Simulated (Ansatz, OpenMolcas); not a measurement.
# Heat of formation of NF3 (nitrogen trifluoride) from total energies

NF3 has 4 atoms, charge 0, and is taken as a singlet. As SMILES, `FN(F)F`. The shape is that of a PBE0-D4/def2-TZVP optimisation.

| atom | x (Å) | y (Å) | z (Å) |
| --- | --- | --- | --- |
| F | 0.6140 | 0.0003 | 1.0669 |
| N | 0.3534 | -0.0741 | -0.2662 |
| F | -0.6363 | -1.0065 | -0.3122 |
| F | -0.3311 | 1.0803 | -0.4884 |

Total energies at revPBE/cc-pVTZ (OpenMolcas 26.06); the atoms run unrestricted:

| species | state | energy (Eh) |
| --- | --- | --- |
| NF3 | singlet | -354.123276 |
| F | doublet | -99.726879 |
| N | quartet | -54.585092 |

Harmonic wavenumbers at PBE0-D4/def2-TZVP, in cm⁻¹: 513, 513, 682, 953, 953, 1092.

Measured heats of formation of the gaseous atoms at 298.15 K, in kJ/mol: F 79.4, N 472.4. Spin-orbit lowering of the atoms at 298 K (mean of the ground term's levels less their thermal mean, from spectra), in kJ/mol: F 1.29. Take 1 Eh = 2625.50 kJ/mol, 1 cm⁻¹ = 0.0119627 kJ/mol, RT = 2.479 kJ/mol.

Q: What heat of formation follows?

A: 
1. Electronic atomisation energy: 3 × (-99.726879) + (-54.585092) − (-354.123276) = 0.357547 Eh = 938.7 kJ/mol.
2. Zero-point energy: half the sum of the wavenumbers, 2353 cm⁻¹ = 28.1 kJ/mol.
3. Thermal vibrational enthalpy, Σ hcν̃/(exp(hcν̃/kT) − 1): 1.7 kJ/mol. Translation, rotation and pV of a non-linear molecule: 4 RT = 9.9 kJ/mol.
4. The 4 free atoms carry 5/2 RT each: 24.8 kJ/mol.
5. Spin-orbit coupling lowers the free atoms by 3 × 1.29 = 3.9 kJ/mol.
6. Atomisation enthalpy at 298 K: 938.7 − 3.9 − 28.1 − 1.7 − 9.9 + 24.8 = 919.9 kJ/mol.
7. Sum of the atoms' heats of formation: 710.6 kJ/mol. Heat of formation: 710.6 − 919.9 = -209.3 kJ/mol.

The tabulated value is -132.1 kJ/mol (NIST-JANAF tables), so this level is off by -77.2 kJ/mol, or 9.2 % of the atomisation enthalpy. Gradient-corrected functionals often overbind somewhat. Anharmonicity and any spin-orbit splitting of the molecule are left out.
